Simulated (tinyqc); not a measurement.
Inside a calculation (part 1 of 2). Method: MP2 on RHF in the sto-3g basis, for H2O, spin multiplicity 1. Computed by tinyqc, a small Python program that keeps every step (integrals from PySCF). Settings: charge = 0, multiplicity = 1, basis = sto-3g, method = RHF, energy threshold = 1e-10, iteration cap = 73, orthogonalisation = symmetric, start = core, DIIS depth = 6. Command: `OMP_NUM_THREADS=1 python tinyqc.py 27134 27135 out.jsonl` (the two numbers bound the seeds that draw the settings). One thread of a shared host (Intel(R) Xeon(R) Processor @ 2.60GHz), about 0.1 s of CPU time with the checks. The early iterations of the SCF are left out here.

## One-electron integrals

Geometry (angstrom):
```
atom         x          y         z
O     0.000000   0.000000  0.000000
H     0.000000   0.841000  0.561000
H     0.000000  -0.841000  0.561000
```

Basis sto-3g: exponents (1/bohr^2) and contraction coefficients of normalised primitives:
```
element  l (shell)    exponent  coefficient
O            s (1)  130.709320     0.154329
O            s (1)   23.808861     0.535328
O            s (1)    6.443608     0.444635
O            s (2)    5.033151    -0.099967
O            s (2)    1.169596     0.399513
O            s (2)    0.380389     0.700115
O            p (3)    5.033151     0.155916
O            p (3)    1.169596     0.607684
O            p (3)    0.380389     0.391957
H            s (1)    3.425251     0.154329
H            s (1)    0.623914     0.535328
H            s (1)    0.168855     0.444635
```

Overlap, kinetic and nuclear-attraction integrals over the contracted functions; the nuclear repulsion is the sum of Za Zb / Rab.

nuclear repulsion = 8.68981298 hartree

overlap S:
```
           1O 1s     1O 2s    1O 2px     1O 2py    1O 2pz     2H 1s      3H 1s
1O 1s   1.000000  0.236704  0.000000   0.000000  0.000000  0.047496   0.047496
1O 2s   0.236704  1.000000  0.000000   0.000000  0.000000  0.440218   0.440218
1O 2px  0.000000  0.000000  1.000000   0.000000  0.000000  0.000000   0.000000
1O 2py  0.000000  0.000000  0.000000   1.000000  0.000000  0.311299  -0.311299
1O 2pz  0.000000  0.000000  0.000000   0.000000  1.000000  0.207656   0.207656
2H 1s   0.047496  0.440218  0.000000   0.311299  0.207656  1.000000   0.196558
3H 1s   0.047496  0.440218  0.000000  -0.311299  0.207656  0.196558   1.000000
```

kinetic energy T (hartree):
```
            1O 1s      1O 2s    1O 2px     1O 2py    1O 2pz      2H 1s      3H 1s
1O 1s   29.003200  -0.168011  0.000000   0.000000  0.000000  -0.005663  -0.005663
1O 2s   -0.168011   0.808128  0.000000   0.000000  0.000000   0.104327   0.104327
1O 2px   0.000000   0.000000  2.528731   0.000000  0.000000   0.000000   0.000000
1O 2py   0.000000   0.000000  0.000000   2.528731  0.000000   0.203479  -0.203479
1O 2pz   0.000000   0.000000  0.000000   0.000000  2.528731   0.135733   0.135733
2H 1s   -0.005663   0.104327  0.000000   0.203479  0.135733   0.760032  -0.001858
3H 1s   -0.005663   0.104327  0.000000  -0.203479  0.135733  -0.001858   0.760032
```

nuclear attraction V (hartree):
```
             1O 1s       1O 2s     1O 2px      1O 2py      1O 2pz      2H 1s      3H 1s
1O 1s   -61.665355   -7.430885   0.000000    0.000000   -0.015446  -1.531283  -1.531283
1O 2s    -7.430885  -10.088987   0.000000    0.000000   -0.184907  -3.505254  -3.505254
1O 2px    0.000000    0.000000  -9.942137    0.000000    0.000000   0.000000   0.000000
1O 2py    0.000000    0.000000   0.000000  -10.094826    0.000000  -2.199613   2.199613
1O 2pz   -0.015446   -0.184907   0.000000    0.000000  -10.010079  -1.519645  -1.519645
2H 1s    -1.531283   -3.505254   0.000000   -2.199613   -1.519645  -5.604982  -1.236418
3H 1s    -1.531283   -3.505254   0.000000    2.199613   -1.519645  -1.236418  -5.604982
```

core Hamiltonian H = T + V (hartree):
```
             1O 1s      1O 2s     1O 2px     1O 2py     1O 2pz      2H 1s      3H 1s
1O 1s   -32.662155  -7.598896   0.000000   0.000000  -0.015446  -1.536946  -1.536946
1O 2s    -7.598896  -9.280859   0.000000   0.000000  -0.184907  -3.400927  -3.400927
1O 2px    0.000000   0.000000  -7.413406   0.000000   0.000000   0.000000   0.000000
1O 2py    0.000000   0.000000   0.000000  -7.566095   0.000000  -1.996134   1.996134
1O 2pz   -0.015446  -0.184907   0.000000   0.000000  -7.481348  -1.383912  -1.383912
2H 1s    -1.536946  -3.400927   0.000000  -1.996134  -1.383912  -4.844950  -1.238276
3H 1s    -1.536946  -3.400927   0.000000   1.996134  -1.383912  -1.238276  -4.844950
```

## Two-electron integrals

Functions are numbered as in S; the eight-fold symmetry (ij|kl) = (ji|kl) = (kl|ij) leaves the list below.

Two-electron integrals (ij|kl) in chemists' order, unique and non-zero (hartree):
```
(11|11) 4.785065    (21|11) 0.741380    (21|21) 0.136873    (22|11) 1.118947
(22|21) 0.256633    (22|22) 0.817206    (31|31) 0.024477    (32|31) 0.037809
(32|32) 0.180518    (33|11) 1.115814    (33|21) 0.256684    (33|22) 0.817023
(33|33) 0.880159    (41|41) 0.024477    (42|41) 0.037809    (42|42) 0.180518
(43|43) 0.047444    (44|11) 1.115814    (44|21) 0.256684    (44|22) 0.817023
(44|33) 0.785270    (44|44) 0.880159    (51|51) 0.024477    (52|51) 0.037809
(52|52) 0.180518    (53|53) 0.047444    (54|54) 0.047444    (55|11) 1.115814
(55|21) 0.256684    (55|22) 0.817023    (55|33) 0.785270    (55|44) 0.785270
(55|55) 0.880159    (61|11) 0.150932    (61|21) 0.027631    (61|22) 0.051476
(61|33) 0.051376    (61|41) 0.001061    (61|42) 0.001986    (61|44) 0.051587
(61|51) 0.000708    (61|52) 0.001325    (61|54) 0.000141    (61|55) 0.051470
(61|61) 0.005650    (62|11) 0.367544    (62|21) 0.085355    (62|22) 0.300978
(62|33) 0.295861    (62|41) 0.005331    (62|42) 0.040744    (62|44) 0.306286
(62|51) 0.003556    (62|52) 0.027179    (62|54) 0.006954    (62|55) 0.300500
(62|61) 0.017567    (62|62) 0.137295    (63|31) 0.008927    (63|32) 0.051982
(63|43) 0.008463    (63|53) 0.005645    (63|63) 0.019556    (64|11) 0.220325
(64|21) 0.051828    (64|22) 0.195145    (64|33) 0.186292    (64|41) 0.011763
(64|42) 0.076993    (64|44) 0.209733    (64|51) 0.001892    (64|52) 0.016684
(64|54) 0.009991    (64|55) 0.189191    (64|61) 0.011138    (64|62) 0.108129
(64|64) 0.103734    (65|11) 0.146971    (65|21) 0.034572    (65|22) 0.130174
(65|33) 0.124268    (65|41) 0.001892    (65|42) 0.016684    (65|44) 0.128614
(65|51) 0.010189    (65|52) 0.063111    (65|54) 0.011362    (65|55) 0.137493
(65|61) 0.007430    (65|62) 0.072129    (65|64) 0.056152    (65|65) 0.057013
(66|11) 0.507463    (66|21) 0.119765    (66|22) 0.484325    (66|33) 0.464747
(66|41) 0.009684    (66|42) 0.102041    (66|44) 0.504976    (66|51) 0.006460
(66|52) 0.068068    (66|54) 0.026836    (66|55) 0.482648    (66|61) 0.024869
(66|62) 0.278188    (66|64) 0.250115    (66|65) 0.166843    (66|66) 0.774606
(71|11) 0.150932    (71|21) 0.027631    (71|22) 0.051476    (71|33) 0.051376
(71|41) -0.001061   (71|42) -0.001986   (71|44) 0.051587    (71|51) 0.000708
(71|52) 0.001325    (71|54) -0.000141   (71|55) 0.051470    (71|61) 0.005553
(71|62) 0.016955    (71|64) 0.009831    (71|65) 0.007177    (71|66) 0.023715
(71|71) 0.005650    (72|11) 0.367544    (72|21) 0.085355    (72|22) 0.300978
(72|33) 0.295861    (72|41) -0.005331   (72|42) -0.040744   (72|44) 0.306286
(72|51) 0.003556    (72|52) 0.027179    (72|54) -0.006954   (72|55) 0.300500
(72|61) 0.016955    (72|62) 0.109211    (72|64) 0.059594    (72|65) 0.055680
(72|66) 0.179367    (72|71) 0.017567    (72|72) 0.137295    (73|31) 0.008927
(73|32) 0.051982    (73|43) -0.008463   (73|53) 0.005645    (73|63) 0.014967
(73|73) 0.019556    (74|11) -0.220325   (74|21) -0.051828   (74|22) -0.195145
(74|33) -0.186292   (74|41) 0.011763    (74|42) 0.076993    (74|44) -0.209733
(74|51) -0.001892   (74|52) -0.016684   (74|54) 0.009991    (74|55) -0.189191
(74|61) -0.009831   (74|62) -0.059594   (74|64) -0.018100   (74|65) -0.029729
(74|66) -0.087695   (74|71) -0.011138   (74|72) -0.108129   (74|74) 0.103734
(75|11) 0.146971    (75|21) 0.034572    (75|22) 0.130174    (75|33) 0.124268
(75|41) -0.001892   (75|42) -0.016684   (75|44) 0.128614    (75|51) 0.010189
(75|52) 0.063111    (75|54) -0.011362   (75|55) 0.137493    (75|61) 0.007177
(75|62) 0.055680    (75|64) 0.029729    (75|65) 0.042920    (75|66) 0.099850
(75|71) 0.007430    (75|72) 0.072129    (75|74) -0.056152   (75|75) 0.057013
(76|11) 0.124097    (76|21) 0.029054    (76|22) 0.110319    (76|33) 0.107962
(76|44) 0.110428    (76|51) 0.001944    (76|52) 0.017356    (76|55) 0.112448
(76|61) 0.005903    (76|62) 0.048806    (76|64) 0.033321    (76|65) 0.028836
(76|66) 0.100183    (76|71) 0.005903    (76|72) 0.048806    (76|74) -0.033321
(76|75) 0.028836    (76|76) 0.021102    (77|11) 0.507463    (77|21) 0.119765
(77|22) 0.484325    (77|33) 0.464747    (77|41) -0.009684   (77|42) -0.102041
(77|44) 0.504976    (77|51) 0.006460    (77|52) 0.068068    (77|54) -0.026836
(77|55) 0.482648    (77|61) 0.023715    (77|62) 0.179367    (77|64) 0.087695
(77|65) 0.099850    (77|66) 0.311271    (77|71) 0.024869    (77|72) 0.278188
(77|74) -0.250115   (77|75) 0.166843    (77|76) 0.100183    (77|77) 0.774606
```

## Orthogonalisation

S = U s U^T; symmetric (Loewdin) form X = U s^(-1/2) U^T, so that X^T S X = 1.

eigenvalues of S: 0.379008  0.450642  0.892726  1.000000  1.086526  1.352800  1.838298

X:
```
            1O 1s      1O 2s    1O 2px     1O 2py     1O 2pz      2H 1s      3H 1s
1O 1s    1.024013  -0.140948  0.000000   0.000000  -0.008393   0.021166   0.021166
1O 2s   -0.140948   1.210368  0.000000   0.000000   0.087000  -0.268185  -0.268185
1O 2px   0.000000   0.000000  1.000000   0.000000   0.000000   0.000000   0.000000
1O 2py   0.000000   0.000000  0.000000   1.106093   0.000000  -0.217346   0.217346
1O 2pz  -0.008393   0.087000  0.000000   0.000000   1.040167  -0.124249  -0.124249
2H 1s    0.021166  -0.268185  0.000000  -0.217346  -0.124249   1.174201  -0.069128
3H 1s    0.021166  -0.268185  0.000000   0.217346  -0.124249  -0.069128   1.174201
```

## Iteration 8 (converged): orbitals

converged F (hartree):
```
             1O 1s      1O 2s     1O 2px     1O 2py     1O 2pz      2H 1s      3H 1s
1O 1s   -20.227194  -5.160790   0.000000   0.000000  -0.027520  -1.052376  -1.052376
1O 2s    -5.160790  -2.422054   0.000000   0.000000  -0.096179  -0.931185  -0.931185
1O 2px    0.000000   0.000000  -0.381501   0.000000   0.000000   0.000000   0.000000
1O 2py    0.000000   0.000000   0.000000  -0.285804   0.000000  -0.397551   0.397551
1O 2pz   -0.027520  -0.096179   0.000000   0.000000  -0.312683  -0.322065  -0.322065
2H 1s    -1.052376  -0.931185   0.000000  -0.397551  -0.322065  -0.504092  -0.302049
3H 1s    -1.052376  -0.931185   0.000000   0.397551  -0.322065  -0.302049  -0.504092
```

Diagonalise F' = X^T F X, C = X C', fill 5 alpha and 5 beta electrons from the bottom; D = 2 C_occ C_occ^T. Each column has its largest component positive (the first on a tie).

F' = X^T F X (hartree):
```
            1          2          3          4          5          6          7
1  -19.849055  -2.693727   0.000000   0.000000  -0.053228  -0.146389  -0.146389
2   -2.693727  -1.247184   0.000000   0.000000   0.105535  -0.478288  -0.478288
3    0.000000   0.000000  -0.381501   0.000000   0.000000   0.000000   0.000000
4    0.000000   0.000000   0.000000   0.013539   0.000000  -0.460980   0.460980
5   -0.053228   0.105535   0.000000   0.000000  -0.189976  -0.299113  -0.299113
6   -0.146389  -0.478288   0.000000  -0.460980  -0.299113   0.008357  -0.082035
7   -0.146389  -0.478288   0.000000   0.460980  -0.299113  -0.082035   0.008357
```

orbital energies (hartree): MO1 -20.235844, MO2 -1.233595, MO3 -0.601090, MO4 -0.426754, MO5 -0.381501, MO6 0.536300, MO7 0.705021

coefficients C:
```
              MO1        MO2        MO3        MO4       MO5        MO6        MO7
1O 1s    0.994235  -0.235423   0.000000   0.095393  0.000000  -0.128096   0.000000
1O 2s    0.025599   0.854165   0.000000  -0.495724  0.000000   0.812574   0.000000
1O 2px   0.000000   0.000000   0.000000   0.000000  1.000000   0.000000   0.000000
1O 2py   0.000000   0.000000   0.593953   0.000000  0.000000   0.000000   0.982416
1O 2pz   0.003619   0.104489   0.000000   0.790171  0.000000   0.696536   0.000000
2H 1s   -0.005448   0.155922   0.444954   0.289549  0.000000  -0.768260  -0.788789
3H 1s   -0.005448   0.155922  -0.444954   0.289549  0.000000  -0.768260   0.788789
```

D after iteration 8:
```
            1O 1s      1O 2s    1O 2px     1O 2py     1O 2pz      2H 1s      3H 1s
1O 1s    2.106053  -0.445855  0.000000   0.000000   0.108751  -0.029007  -0.029007
1O 2s   -0.445855   1.951991  0.000000   0.000000  -0.604727  -0.020985  -0.020985
1O 2px   0.000000   0.000000  2.000000   0.000000   0.000000   0.000000   0.000000
1O 2py   0.000000   0.000000  0.000000   0.705561   0.000000   0.528564  -0.528564
1O 2pz   0.108751  -0.604727  0.000000   0.000000   1.270603   0.490131   0.490131
2H 1s   -0.029007  -0.020985  0.000000   0.528564   0.490131   0.612327  -0.179608
3H 1s   -0.029007  -0.020985  0.000000  -0.528564   0.490131  -0.179608   0.612327
```

## Convergence

Stop when the energy changes by less than 1e-10 hartree and every element of the error matrix X^T (F D S - S D F) X is below 3e-06.

Course of the cycle:
```
iteration   E (hartree)     change  largest element of the error matrix
1          -73.26943934          -                             6.61e-01
2          -74.93013863  -1.66e+00                             1.21e-01
3          -74.95623276  -2.61e-02                             2.93e-02
4          -74.95758504  -1.35e-03                             4.44e-03
5          -74.95765738  -7.23e-05                             1.21e-03
6          -74.95766238  -5.00e-06                             1.02e-04
7          -74.95766241  -3.02e-08                             2.64e-07
8          -74.95766241  -5.68e-14                             7.09e-09
```

PySCF RHF in the same basis = -74.95766241 hartree

Converged in 8 iterations.

## Integrals over molecular orbitals

(pq|rs) = sum C_ip C_jq C_kr C_ls (ij|kl), one index at a time.

one-electron integrals over orbitals h = C^T H C (hartree):
```
            1          2          3          4          5          6          7
1  -32.644814   0.563569   0.000000  -0.214145   0.000000   0.296110   0.000000
2    0.563569  -7.611451   0.000000   0.460402   0.000000  -1.322790   0.000000
3    0.000000   0.000000  -6.207467   0.000000   0.000000   0.000000  -1.757927
4   -0.214145   0.460402   0.000000  -6.891555   0.000000  -1.129019   0.000000
5    0.000000   0.000000   0.000000   0.000000  -7.413406   0.000000   0.000000
6    0.296110  -1.322790   0.000000  -1.129019   0.000000  -5.249523   0.000000
7    0.000000   0.000000  -1.757927   0.000000   0.000000   0.000000  -5.603039
```

Two-electron integrals over orbitals (pq|rs), unique and non-zero (hartree):
```
(11|11) 4.745245    (21|11) -0.421523   (21|21) 0.059313    (22|11) 1.008919
(22|21) -0.014052   (22|22) 0.721946    (31|31) 0.010465    (32|31) 0.017050
(32|32) 0.140375    (33|11) 0.778177    (33|21) -0.004458   (33|22) 0.629442
(33|33) 0.614806    (41|11) 0.169452    (41|21) -0.021361   (41|22) 0.014017
(41|33) 0.005789    (41|41) 0.026538    (42|11) -0.130773   (42|21) 0.008433
(42|22) -0.007183   (42|33) 0.006013    (42|41) 0.020062    (42|42) 0.128127
(43|31) -0.002673   (43|32) 0.024678    (43|43) 0.048343    (44|11) 0.990591
(44|21) -0.012715   (44|22) 0.677605    (44|33) 0.586270    (44|41) -0.010929
(44|42) -0.103748   (44|44) 0.766565    (51|51) 0.026019    (52|51) 0.032780
(52|52) 0.146803    (53|53) 0.027501    (54|51) -0.012340   (54|52) -0.044001
(54|54) 0.052727    (55|11) 1.115343    (55|21) -0.011878   (55|22) 0.749298
(55|33) 0.615238    (55|41) 0.004715    (55|42) -0.070318   (55|44) 0.722519
(55|55) 0.880159    (61|11) -0.229855   (61|21) 0.034400    (61|22) -0.002365
(61|33) -0.000060   (61|41) 0.000541    (61|42) 0.019942    (61|44) -0.017470
(61|55) -0.006112   (61|61) 0.028853    (62|11) 0.295255    (62|21) -0.006860
(62|22) 0.137376    (62|33) 0.068076    (62|41) 0.018199    (62|42) 0.025068
(62|44) 0.085010    (62|55) 0.153721    (62|61) 0.006551    (62|62) 0.097943
(63|31) 0.002586    (63|32) -0.045245   (63|43) -0.033108   (63|63) 0.078363
(64|11) 0.228845    (64|21) -0.002390   (64|22) 0.104774    (64|33) 0.042846
(64|41) 0.003251    (64|42) -0.028429   (64|44) 0.122489    (64|55) 0.123340
(64|61) 0.000270    (64|62) 0.063597    (64|64) 0.073038    (65|51) 0.015264
(65|52) 0.057985    (65|54) 0.000578    (65|65) 0.037121    (66|11) 0.776633
(66|21) -0.007047   (66|22) 0.596815    (66|33) 0.558861    (66|41) 0.019905
(66|42) 0.057148    (66|44) 0.541449    (66|55) 0.576812    (66|61) 0.007774
(66|62) 0.089370    (66|64) 0.045463    (66|66) 0.583955    (71|31) 0.014979
(71|32) 0.022957    (71|43) -0.003954   (71|63) 0.003200    (71|71) 0.021490
(72|31) 0.014278    (72|32) 0.047128    (72|43) -0.030493   (72|63) 0.032935
(72|71) 0.019381    (72|72) 0.064854    (73|11) 0.367862    (73|21) -0.007236
(73|22) 0.151737    (73|33) 0.090265    (73|41) -0.000479   (73|42) -0.072066
(73|44) 0.160299    (73|55) 0.196078    (73|61) -0.006254   (73|62) 0.075728
(73|64) 0.081798    (73|66) 0.039220    (73|73) 0.152490    (74|31) -0.008669
(74|32) -0.073023   (74|43) -0.001751   (74|63) 0.048954    (74|71) -0.012279
(74|72) -0.017702   (74|74) 0.066500    (75|53) 0.023932    (75|75) 0.025267
(76|31) 0.008902    (76|32) 0.097889    (76|43) 0.052785    (76|63) -0.071518
(76|71) 0.012259    (76|72) -0.005176   (76|74) -0.057631   (76|76) 0.118382
(77|11) 0.870643    (77|21) -0.009627   (77|22) 0.620627    (77|33) 0.599835
(77|41) 0.003737    (77|42) -0.018603   (77|44) 0.603799    (77|55) 0.624426
(77|61) -0.005133   (77|62) 0.067571    (77|64) 0.046019    (77|66) 0.556932
(77|73) 0.101422    (77|77) 0.615171
```
